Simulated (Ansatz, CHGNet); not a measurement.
# Ladder of methods for the enthalpy of formation of rock-salt NbC

Reference value: -0.733 ± 0.01 eV/atom (measured, 298 K, copied from a table, unchecked, no zero-point or thermal correction; as tabulated in Wang et al. (2021), doi:10.1038/s41598-021-94550-5).

| level (code) | value (eV/atom) | difference (eV/atom) |
|---|---|---|
| CHGNet 0.3.0 | -0.517 | +0.216 |
| LDA (Ansatz) | -0.628 | +0.105 |
| PBE (Ansatz) | -0.544 | +0.189 |
| PBEsol (Ansatz) | -0.620 | +0.113 |
| PBE0 (Ansatz) | -0.682 | +0.051 |

Once the reference is moved by up to 0.100 eV/atom (a margin picked here for doubts on the reference and the settings, and for temperature and zero-point motion) and values within 0.010 eV/atom count as equal, the nearest can be PBE0 (+0.051 eV/atom), LDA (+0.105 eV/atom) or PBEsol (+0.113 eV/atom). Farthest off among them: CHGNet 0.3.0 (+0.216 eV/atom).

The reference isn't brought to a static lattice, while the calculations are for one, so the differences are not the levels' errors alone.  PBE0: the run has no spin polarisation, so it can have missed a magnetic state. Each level is taken at its own relaxed cell. Cutoffs and k meshes differ between the levels. Ansatz's density-functional and Hartree–Fock values are scalar-relativistic unless marked +SOC, with PAW data made under PBE.

Machine-learned potentials (CHGNet 0.3.0) are trained on DFT data: a solid inside that data is no test of them.

Differences are worked out from the printed values.

Ansatz is a first-principles code.
